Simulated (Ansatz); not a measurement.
Input for Ansatz (development build ahead of 0.2.0):

```yaml
crystal:
  periodic: [false, false, false]
  atoms:
    - { symbol: B, position_ang: [0.0, 0.0, -1.22947] }
    - { symbol: C, position_ang: [0.0, 0.0, 0.16807] }
    - { symbol: O, position_ang: [0.0, 0.0, 1.20943] }
    - { symbol: H, position_ang: [0.0, -1.0866, -1.51216] }
    - { symbol: H, position_ang: [-0.94103, 0.5433, -1.51216] }
    - { symbol: H, position_ang: [0.94103, 0.5433, -1.51216] }
basis:
  gaussian: { orbitals: cc-pVDZ }
hamiltonian:
  xc: hf
correlation:
  method: mp2
  frozen_orbitals: { B: 1, C: 1, H: 0, O: 1 }
```

The input is written out in the form of the current development build from the run's settings.

Output:

```
Converged                       : yes
Reference energy                : -139.11015 hartree
Correlation energy              : -0.39199 hartree
Total energy                    : -139.50215 hartree
Spin squared of the determinant : 0.000
```

Caution: no unrestricted run beside it, a lower state can exist.
